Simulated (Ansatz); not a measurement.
**CH₅FO (SMILES F.CO): a short trajectory**

Aim: follow the atoms for 40 steps of 0.5 fs at constant energy, with velocities drawn for 100 K.

The runs use Ansatz 0.2.0, Gaussian basis; SPW92/def2-TZVP.

## 1. The system as given

The start, a pair relaxed at PBE0-D4: SMILES `F.CO`, 8 atoms, charge 0, spin multiplicity 1.

Atoms are counted from 1 here; the program's logs count them from 0.

Bond lengths: F1–H2 0.946 Å, C3–O4 1.421 Å, C3–H5 1.089 Å, C3–H6 1.094 Å, C3–H7 1.093 Å, O4–H8 0.960 Å. Angles: O4–C3–H5 106.7°, O4–C3–H6 111.7°, O4–C3–H7 111.0°, H5–C3–H6 108.7°, H5–C3–H7 108.9°, H6–C3–H7 109.7°, C3–O4–H8 109.3°.

Coordinates:

```tsv
atom	x (Å)	y (Å)	z (Å)
F1	-0.2433	0.0962	-2.4651
H2	0.0388	0.3434	-1.5968
C3	0.0134	-0.4210	0.7997
O4	0.4082	0.6572	-0.0381
H5	0.4748	-1.3192	0.3926
H6	-1.0722	-0.5543	0.8025
H7	0.3692	-0.2732	1.8228
H8	0.0111	1.4708	0.2825
```

## 2. Dynamics

md/in.yaml

```yaml
crystal:
  periodic: [false, false, false]
  atoms:
    - {symbol: F, position_ang: [-0.243282, 0.096208, -2.465144]}
    - {symbol: H, position_ang: [0.038815, 0.343419, -1.596755]}
    - {symbol: C, position_ang: [0.013418, -0.420989, 0.799684]}
    - {symbol: O, position_ang: [0.408181, 0.657237, -0.038118]}
    - {symbol: H, position_ang: [0.474795, -1.319186, 0.392553]}
    - {symbol: H, position_ang: [-1.072250, -0.554271, 0.802548]}
    - {symbol: H, position_ang: [0.369180, -0.273176, 1.822776]}
    - {symbol: H, position_ang: [0.011141, 1.470757, 0.282457]}
basis:
  gaussian: {orbitals: def2-TZVP}
hamiltonian: {xc: lda}
md: {n_steps: 40, timestep: 0.5, temperature: 100, ensemble: nve, seed: 164, initial_velocities: maxwell_boltzmann}
```

Launch:

```console
ansatz run in.yaml --threads 2 --pin off --events-out ev --progress --plain --max-ram 5222MiB
```

**Question.** What will these runs give? Wanted: temperature at the start; mean temperature, second half; lowest and highest potential energy, from the first frame; largest change of potential + kinetic.

As calculated:

| quantity | value |
| --- | --- |
| length | 40 steps, 20.0 fs |
| temperature at the start | 100 K |
| mean temperature, second half | 71 K |
| lowest and highest potential energy, from the first frame | -2 and 51 meV |
| largest change of potential + kinetic | 0.7 meV |

What this shows: With no thermostat the total energy should stay fixed; it holds within 0.7 meV, small beside the kinetic energy, so the time step serves. The instant temperature ranges from 36 to 102 K, as energy passes between motion and strain. No bond breaks or forms, judged by distance.
